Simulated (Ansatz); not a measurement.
A made-up structure of CHBN (charge -1), closed shell:

B1  (-1.311, -0.561, 0.257)
C2  (0.079, 0.370, -0.061)
N3  (0.305, -1.042, 0.100)
H4  (0.927, 1.233, -0.295)
(Å)

It is relaxed with PBE-D4/def2-SVPD and then PBE0-D4/def2-TZVPD (Ansatz 0.2.0). Atoms count as bonded within 1.22 times the sum of their covalent radii (H–H: 0.88 Å). The end point is not checked to be a true minimum.

(1) Does its bonding change? (A judgement: the text doesn't fix the answer.)

Answers

(1) By the calculation: No: no bond forms or breaks.

Where it ends: The first stage lowers the energy by 0.94 eV in 8 steps. It ends as CHBN ([B]1[CH][N]1), total charge -1:
```tsv
atom	x (Å)	y (Å)	z (Å)
B1	-1.1708	-0.5009	0.2293
C2	0.0707	0.3308	-0.0547
N3	0.2721	-0.9307	0.0891
H4	0.8280	1.1007	-0.2637
```

Labels in which every atom is bracketed show which atoms are joined, not bond orders.

For scale, one of the runs: PBE0-D4/def2-TZVPD relaxation, 120 basis functions, launched by `ansatz run in.yaml --threads 2 --pin off --events-out ev --progress --plain --max-ram 4352MiB`. Hardware: 2 CPU threads of an Arm Neoverse V1, shared host. Wall time about 9.5 s.
